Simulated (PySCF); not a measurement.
Molecule: SMILES C[C@H]([S-])C(N)=O, [C$_{3}$H$_{6}$NOS]-.

Mapped SMILES: `[CH3:1][C@H:2]([S-:3])[C:4]([NH2:5])=[O:6]` (H(Xn): hydrogen on atom n). Ha(N5) is cis to the C=O or C=S heteroatom; Hb(N5) is trans to the C=O or C=S heteroatom.

Geometry PBE0-D3(BJ)/def2-SVP throughout; GIAO in PySCF 2.14.0 with density-fitted response routines, gas phase, one conformer, non-relativistic; equivalent atoms averaged; basis pcSseg-1.

**Question.** How do the absolute shieldings σ depend on the functional? (a selection of nuclei; ppm; last column core-seconds on shared hosts with different chips, so compare them loosely; the GGAs took longer than the global hybrids here, which isn't the general rule, and the cause wasn't traced)

**Answer.** 
```tsv
functional	kind	C4	C2	C1	S3	N5	O6	Hb(N5)	H(C2)	H(C1)	core-s
HF	Hartree–Fock	-0.2	149.6	161.4	658.6	152.1	2.9	20.23	29.36	30.61	5.4
LDA	LDA	-5.9	127.5	148.2	541.8	122.1	-32.5	18.97	27.45	29.61	15
PBE	GGA	0.0	128.2	147.4	560.1	125.7	-23.3	19.39	27.95	30.00	18
BLYP	GGA	-6.6	121.2	141.7	531.3	121.6	-28.1	19.59	28.10	30.15	17
BP86	GGA	-0.9	127.8	146.9	557.7	125.9	-21.4	19.42	28.05	30.05	17
OPBE	GGA	13.6	137.0	154.6	603.0	133.5	-8.2	19.41	28.08	30.07	18
KT2	GGA	11.8	132.9	151.0	574.5	134.5	0.3	19.33	27.88	30.00	19
KT3	GGA	13.5	132.4	150.7	580.7	134.7	0.9	19.55	28.10	30.17	18
B97-D	GGA	2.9	127.6	146.6	560.8	128.5	-10.9	19.58	28.20	30.18	18
B3LYP	global hybrid	-6.8	127.8	146.5	563.9	128.8	-26.2	19.69	28.39	30.23	10
PBE0	global hybrid	-0.4	135.6	152.7	597.4	133.9	-21.0	19.57	28.34	30.14	11
mPW1PW91	global hybrid	-1.5	134.8	151.8	594.8	132.8	-21.8	19.62	28.41	30.18	11
WP04	global hybrid	-15.1	119.1	140.2	541.3	121.3	-27.6	19.88	28.78	30.49	9.8
B97-2	global hybrid	2.4	135.0	152.1	596.9	134.8	-13.3	19.67	28.44	30.23	9.7
BHandHLYP	global hybrid	-6.2	136.2	152.4	600.9	138.0	-19.4	19.87	28.75	30.35	9.2
CAM-B3LYP	range-separated hybrid	-8.0	133.4	150.4	581.1	134.7	-24.8	19.76	28.58	30.24	14
wB97X-D	range-separated hybrid	-2.5	136.8	152.5	598.3	136.3	-19.1	19.75	28.66	30.28	12
LC-wPBE	range-separated hybrid	-3.4	144.1	158.2	621.6	141.8	-18.9	19.91	28.85	30.29	19
```

**Question.** Which nucleus among those listed moves most, in ppm?

**Answer.** S3 (sulfur bonded to C): from 531.3 ppm with BLYP to 658.6 ppm with HF. The smallest spread is 1.00 ppm, at H(C1). Proton shifts span only some 12 ppm, so a few tenths of a ppm matter as much there as several ppm in carbon.
